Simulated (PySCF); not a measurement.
# Gas-phase XPS of `C[S-]`, computed

CH3S (charge -1).
Geometry (PBE0-D3(BJ)/def2-SVP, Å), atoms numbered from 1 in this order:
```xyz
5
CH3S angstrom
C     -0.088   -0.004   -0.009
S      1.720    0.103    0.030
H     -0.484   -0.648   -0.828
H     -0.536   -0.424    0.922
H     -0.596    0.978   -0.149
```

Computed, not measured: delta-SCF UKS SCAN, pcX-2 on the ionised atom, pcseg-1 elsewhere, spin-free X2C (PySCF). These are vertical core ionisation energies against the vacuum level, from separate self-consistent calculations with and without the core hole.

Q: What binding energy does each computed site have?

A: 
| atom(s) | bonded to | level | binding energy (eV) | count |
| --- | --- | --- | --- | --- |
| S2 | C | S 1s | 2468.50 | 1 |
| C1 | S and 3 H | C 1s | 285.48 | 1 |

Q: Which effective nuclear charge Zeff reproduces each element's mean 1s value in the hydrogen-like formula E = 13.606 eV × Zeff²?

A: C (Z = 6): mean 285.5 eV, Zeff = 4.58, Z − Zeff = 1.42; S (Z = 16): mean 2468.5 eV, Zeff = 13.47, Z − Zeff = 2.53. Means run over the listed sites, weighted by atom count.

Not every level is listed. The species carries charge -1, so core ionisation leaves a neutral species. The basis sets have no added diffuse functions. Geometry: PBE0-D3(BJ)/def2-SVP; no solvent, vibrations or thermal averaging.
